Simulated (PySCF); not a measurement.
Gas-phase reaction: O₂ + 3 C₂H₄ = 2 C₂H₆ + 2 CO

Computed with PySCF (xtb for GFN2) and rigid-rotor harmonic-oscillator thermochemistry at 1 bar. 'Table' is the NASA 1993 thermochemical table (part measured, part estimated). † marks an energy on the PBE0/def2-TZVP geometry and frequencies; other levels use their own. MP2 and CCSD(T) freeze the core. Open shells (unrestricted): O₂ (multiplicity 3); the rest are closed-shell singlets. GFN2 has no spin-polarisation term. B3LYP is the form with VWN-RPA correlation. MP2 isn't extrapolated to the basis-set limit; its ΔH°(298 K) is -596.9 kJ in def2-SVP and -578.0 kJ in def2-TZVPP. CCSD(T) isn't extrapolated to the basis-set limit; its ΔH°(298 K) is -574.6 kJ in def2-SVP and -555.7 kJ in def2-TZVPP. The harmonic model lacks anharmonicity and excited electronic states, which grow with temperature; levels with a mode under 35 cm⁻¹ are left out. Internal rotation in C₂H₆ is treated as a harmonic vibration of one conformer, which makes the entropy rough.

| level | ΔH°(298 K), kJ | minus table | ΔG°(1000 K), kJ |
|---|---|---|---|
| table | -546.3 | - | -536.4 |
| B3LYP/def2-TZVP† | -497.6 | 48.7 | -486.2 |
| BLYP/def2-TZVP† | -477.1 | 69.2 | -465.7 |
| CCSD(T)/def2-TZVPP† | -555.7 | -9.4 | -544.3 |
| GFN2-xTB | -507.3 | 39.0 | -493.2 |
| MP2/def2-TZVPP† | -578.0 | -31.7 | -566.6 |
| ωB97M-V/def2-TZVP† | -549.2 | -2.9 | -537.8 |
| ωB97X-V/def2-TZVP† | -531.6 | 14.7 | -520.2 |
